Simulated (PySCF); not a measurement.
Compound: C₅H₈N (doublet state).
Numbering: `[CH2:1][C@H:2]([CH3:3])[CH2:4][C:5]#[N:6]` (hydrogens: H7, H8 on C1; H9 on C2; H10, H11, H12 on C3; H13, H14 on C4)

Structure used (GFN2-xTB), in Å, numbered top down from 1:
```xyz
14
C5H8N angstrom
C      0.391   -1.659   -0.514
C      0.024   -0.236   -0.472
C      1.238    0.664   -0.247
C     -1.017    0.002    0.676
C     -1.496    1.355    0.663
N     -1.865    2.437    0.628
H      1.218   -2.022    0.064
H     -0.228   -2.371   -1.024
H     -0.475    0.046   -1.407
H      1.947    0.543   -1.062
H      1.737    0.407    0.685
H      0.936    1.708   -0.202
H     -0.545   -0.202    1.640
H     -1.867   -0.674    0.550
```

The hyperfine couplings belong to this conformer and change with its torsions.

Computed, not measured: UKS B3LYP, pcH-1 on C H N, non-relativistic, mean-field spin-orbit, GIAO (PySCF 2.14.0). Geometry: GFN2-xTB, one conformer, isolated molecule. The geometry wasn't refined by DFT: couplings that depend on bond lengths, twists or pyramidal angles can differ widely from those at the functional's own minimum. No stability test was run, so a lower SCF solution isn't excluded.

(1) What is the g tensor, term by term?

(2) What are the electron Larmor frequencies g μB B/h along the three axes at 330 mT?

(3) What effective moment and Curie constant follow for a powder?

(4) In a frozen sample, at which fields do the three g values resonate at 9.5, 34, 94 and 263 GHz (hyperfine left aside), and which band first spreads them over more than twice a line width of 1.0 mT?

Results:

(1) 
| Δg (ppm) | 1 | 2 | 3 |
| --- | --- | --- | --- |
| relativistic mass correction | -143 | -143 | -143 |
| gauge correction | 6 | 38 | 28 |
| orbital Zeeman/spin–orbit | -12 | 487 | 609 |
| total | -150 | 383 | 494 |

So g = 2.00217, 2.00270, 2.00281 and g_iso = 2.00256; the tensor is rhombic: the two nearest values differ by 17 % of g3 − g1. Axes: g3 points within 10° of the C1–H8 bond.

(2) 9.2475, 9.2500, 9.2505 GHz for g1, g2 and g3, a range of 3.0 MHz.

(3) With the mean of g² = 4.0103 and S(S+1) = 0.75: μ_eff = √(⟨g²⟩S(S+1)) = 1.734 μB and χT = 0.12505·⟨g²⟩·S(S+1) = 0.376 cm³ K/mol (cgs; spin-Hamiltonian part alone).

(4) 
| band | GHz | B(g3) mT | B(g2) mT | B(g1) mT | spread mT |
| --- | --- | --- | --- | --- | --- |
| X | 9.5 | 338.90 | 338.92 | 339.01 | 0.11 |
| Q | 34.0 | 1212.91 | 1212.97 | 1213.30 | 0.39 |
| W | 94.0 | 3353.33 | 3353.51 | 3354.40 | 1.08 |
| J | 263.0 | 9382.18 | 9382.70 | 9385.20 | 3.02 |

The spread grows in proportion to the frequency. J band is the first where it exceeds 2.0 mT.

Largest spin populations (Mulliken): C1 (+1.08) and C2 (-0.08). No atom but C1 exceeds +0.15. The positive populations add up to 1.18 and the negative ones to -0.18, together 2S = 1. The angles at C1 add up to 359.6°, so it is planar; its axial dipolar tensor and the negative couplings of its protons fit spin in a p orbital normal to that plane.

The HOMO–LUMO gaps are 6.81 eV among the α and 6.83 eV among the β orbitals.

Time: 39 s wall. Hardware: one thread of an Arm Neoverse V1, shared host.
